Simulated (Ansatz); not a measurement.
`CC(C)(C)S` and `CCC(C)(C)S` differ in one atom or group.

Ansatz, PBE0-D4/def2-TZVP geometries, multiplicity 1. Each molecule was computed in one conformer, which needn't be the lowest.

```csv
property,`CC(C)(C)S`
LUMO energy (PBE0/def2-TZVPP) / eV,0.44
HOMO–LUMO gap (PBE0/def2-TZVPP) / eV,7.14
HOMO energy (PBE/def2-TZVPP) / eV,-5.46
HOMO–LUMO gap (ωB97M-V/def2-TZVPP) / eV,11.07
size of the dipole moment (PBE/def2-TZVPP) / D,1.62
LUMO energy (ωB97M-V/def2-TZVPP) / eV,2.11
```

(1) What does the change do to each property? (An estimate is asked.)

Results:

(1) Computed: 
```tsv
property	`CCC(C)(C)S`	shift
LUMO energy (PBE0/def2-TZVPP) / eV	0.62	0.18
HOMO–LUMO gap (PBE0/def2-TZVPP) / eV	7.32	0.18
HOMO energy (PBE/def2-TZVPP) / eV	-5.47	-0.01
HOMO–LUMO gap (ωB97M-V/def2-TZVPP) / eV	11.24	0.17
size of the dipole moment (PBE/def2-TZVPP) / D	1.64	0.02
LUMO energy (ωB97M-V/def2-TZVPP) / eV	2.27	0.16
```

Dipoles are sizes alone; their direction can turn.
